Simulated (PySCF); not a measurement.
**Adding and removing an electron: MgS**

RHF-CCSD(T); PySCF, no relativity, basis sets Mg pcseg-2, S pcseg-2. Neutral (RHF): singlet (closed shell), Re = 2.160 Å, ωe = 530 cm⁻¹, De = 1.77 eV.

MgS⁺ (UHF): doublet (π ↑), Re = 2.251 Å, ωe = 480 cm⁻¹, De = 1.77 eV to Mg⁺ + S. The energies at the minima are -597.35446 hartree for MgS and -597.07849 for MgS⁺.

(1) Work out the adiabatic ionisation energy, without and with harmonic zero-point energies (1 hartree = 27.2114 eV, 1 eV = 8065.5 cm⁻¹), and the change of the bond length.

Correlated steps freeze 6 core orbitals. For an ion De counts to the pair picked by the measured ionisation energies or electron affinities, which need not be the lowest pair at this level. Where the molecule has an RHF reference, its open-shell atoms are computed with UHF. The CCSD T1 diagnostic is raised in MgS, a sign that a single reference may not be enough there. States were picked by a PBE0 search and need not be the measured ground states.

Neutral and ion stand on different kinds of reference determinant, which adds to the error of the difference.

Results:

(1) At CCSD(T): 0.27597 hartree = 7.510 eV between the minima; the zero-point term (480.0 − 530.0)/2 cm⁻¹ = -0.003 eV makes it 7.506 eV. Re changes by +9.1 pm against the neutral. The electron leaves a π orbital, and the longer bond of the ion fits a bonding orbital, or a change in how ionic the bond is.
